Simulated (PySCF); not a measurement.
## TDDFT excited states: C6H10

Species: C6H10.
InChI=1S/C6H10/c1-3-5-6-4-2/h3-6H,1-2H3/b5-3-,6-4-

Theory: PySCF 2.14.0, density-fitted response routines, TDDFT PBE0/def2-SVPD, vertical, gas phase, core orbitals frozen in the response. One conformer (not necessarily the lowest) at the PBE0-D3(BJ)/def2-SVP geometry, without solvent, vibrations or thermal averaging. Torsions of this conformer, `[CH3:1]/[CH:2]=[CH:3]\[CH:4]=[CH:5]/[CH3:6]`: C2–C3–C4–C5 180°.

Question: List the vertical singlet excitations with oscillator strengths and describe the spectrum.

Answer: 

| state | E (eV) | λ (nm) | ν̃ (cm⁻¹) | f | \|μ\| (D) | symmetry | main configurations (H = HOMO, L = LUMO) |
| --- | --- | --- | --- | --- | --- | --- | --- |
| S1 | 5.49 | 225.8 | 44290 | 0.790 | 6.16 | Bu | H→L (98%) |
| S2 | 6.05 | 204.9 | 48790 | 0.0000 | 0.00 | – | H→L+1 (98%) |
| S3 | 6.27 | 197.6 | 50600 | 0.015 | 0.79 | Au | H→L+2 (75%), H→L+3 (24%) |
| S4 | 6.50 | 190.6 | 52460 | 0.0001 | 0.05 | – | H→L+3 (74%), H→L+2 (24%) |
| S5 | 6.88 | 180.1 | 55510 | 0.0000 | 0.00 | – | H→L+4 (52%), H-1→L (47%) |
| S6 | 6.90 | 179.6 | 55690 | 0.0010 | 0.20 | – | H-2→L (99%) |

The lowest singlet comes at 226 nm (530 kJ/mol) in the ultraviolet; it is strong; its leading configuration is HOMO→LUMO (98%). The lowest level is also the most intense of those listed (f = 0.790). Löwdin shares by element: HOMO carbon 80% or more (atoms not listed hold the other 20%); LUMO carbon 77% or more (atoms not listed hold the other 23%). Orbital energies (eV): HOMO-3 -10.30, HOMO-2 -9.10, HOMO-1 -8.71, HOMO -6.20, LUMO -0.58, LUMO+1 0.94, LUMO+2 1.19. The listed states span 1.41 eV, and the widest gap between neighbours is 0.56 eV (S1 to S2). Of the 6 states listed, 2 reach f = 0.01 and 3 stay under 0.0005. No computed singlet lies in the visible range (380 to 750 nm); the lowest, at 226 nm, stands 2.23 eV above its violet end (3.26 eV). Symmetry labels in C2h follow from the direction of the transition dipole and are given only for states with f of 0.002 or more. Only the lowest 6 singlets were computed, as vertical energies without vibronic structure.
